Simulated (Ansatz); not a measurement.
**AlCl (aluminium monochloride): a line through the functionals**

AlCl: 2 atoms, total charge 0, spin state singlet. SMILES: `[Al][Cl]`. The bond length is the measured one.

The HOMO–LUMO gap y, in eV, basis aug-cc-pVTZ; a is the functional's share of exact exchange. Programs: Ansatz 0.2.0.

| functional | program | a | y (eV) |
| --- | --- | --- | --- |
| r2SCAN | Ansatz | 0 | 3.98 |
| BLYP | Ansatz | 0 | 3.69 |
| B3LYP | Ansatz | 0.2 | ? |
| PBE0 | Ansatz | 0.25 | 5.31 |
| r2SCAN0 | Ansatz | 0.25 | 5.50 |
| BHLYP | Ansatz | 0.5 | 6.88 |

**Question.** Fit y = c + s·a to the known rows and predict B3LYP.

**Answer.** 
1. Means of the 5 rows: a = 0.2000, y = 5.072.
2. Σ(Δa)² = 0.175, Σ(Δa·Δy) = 1.0705, so the slope is 1.0705/0.175 = 6.1171.
3. Intercept: 5.072 − (6.1171) × 0.2000 = 3.849. The largest residual of the fit is 0.16.
4. B3LYP: 3.849 + (6.1171) × 0.2 = 5.07 eV.

The run gave 5.00 eV, so the prediction is off by +0.07 eV, within the scatter of the fit. Exact exchange lowers occupied levels and raises empty ones. The rows mix families of semi-local functionals, which the line can't see.
